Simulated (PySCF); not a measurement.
Molecule: SMILES C[BH2-][NH3+], CH8BN.

Cartesian coordinates in Å; atom numbers follow the order of the lines, from 1:
```xyz
11

C     1.142    0.636   -0.074
B     0.194   -0.659    0.067
N    -1.349   -0.119    0.258
H     2.186    0.317   -0.220
H     0.894    1.276   -0.942
H     1.144    1.286    0.822
H     0.400   -1.332    1.075
H     0.138   -1.357   -0.944
H    -2.001   -0.898    0.345
H    -1.433    0.461    1.094
H    -1.637    0.446   -0.542
```

Spin–spin couplings on one PBE0-D3(BJ)/def2-SVP geometry, PySCF, gas phase, non-relativistic, equivalent pairs averaged (spin–dipole term only in couplings to heteroatoms); isotopes 13C, 1H, 11B, 15N; functional B3LYP.

How do the couplings (Hz) change with the basis set? Times are CPU seconds on shared hosts with different chips, so compare them loosely. Far from the basis limit: 6-31G*, pcJ-0, def2-TZVP, cc-pVTZ.

Answers


| basis set | functions | 1J(C1,H4) | 1J(B2,H7) | 1J(C1,B2) | 1J(N3,H9) | 1J(B2,N3) | 2J(H4,H5) | 2J(H9,H10) | core-s |
| --- | --- | --- | --- | --- | --- | --- | --- | --- | --- |
| 6-31G* | 58 | 129.9 | 117.9 | 70.2 | -69.4 | -5.5 | -15.5 | -13.0 | 3.1 |
| pcJ-0 | 63 | 101.9 | 96.1 | 43.9 | -56.9 | -1.5 | -14.0 | -12.1 | 5.9 |
| def2-TZVP | 141 | 113.7 | 101.4 | 51.0 | -66.2 | -0.9 | -12.3 | -11.4 | 15 |
| cc-pVTZ | 202 | 107.5 | 106.5 | 44.9 | -59.8 | 0.1 | -11.8 | -10.5 | 14 |
| aug-cc-pVTZ-J | 298 | 121.4 | 107.5 | 49.6 | -72.2 | -1.2 | -14.6 | -12.0 | 46 |

The Fermi-contact term samples the wavefunction at the nucleus, which is why sets with added tight s functions (names with J) are made for couplings.
